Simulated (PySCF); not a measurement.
Coordinates in bohr (charge 0 multiplicity 2):
```
Li    1.4199   -2.4594    0.0000
Li   -3.4547   -0.3550    0.0000
Li    2.0347    2.8144    0.0000
```

Level of theory: UPBE in PySCF with Li def2-TZVP; no relativity; density-fitted integrals.

This geometry of Li₃ is a stationary point at this level.

Problem. What is the point group?

Solution. C2v.

Problem. Is it a minimum?

Solution. Yes: all harmonic wavenumbers are real.

Problem. List the harmonic modes with their infrared intensities.

Solution. 
```json
{"symmetry": "a1", "ω (cm⁻¹)": "159", "IR (km/mol)": "8.1"}
{"symmetry": "b2", "ω (cm⁻¹)": "180", "IR (km/mol)": "9.9"}
{"symmetry": "a1", "ω (cm⁻¹)": "313", "IR (km/mol)": "18.8"}
```

Problem. What are the dipole moment and the gap between the highest occupied and lowest empty levels of either spin?

Solution. 0.28 D and 0.53 eV.

Problem. Give the atomic charges and bond orders.

Solution. 
```
 atom  Mulliken  Löwdin  polar tensor  spin (Mulliken)  Mayer order to Li1
  Li1      0.04    0.00          0.16             0.27                   –
Li2,3     -0.02    0.00         -0.08             0.37                0.64
```
Other Mayer orders above 0.3: Li–Li 0.38.

In C2v the vibrations span 2a1 + b2. Here b1 is antisymmetric to the molecular plane and b2 lies in it.

This need not be the most stable arrangement of these atoms.
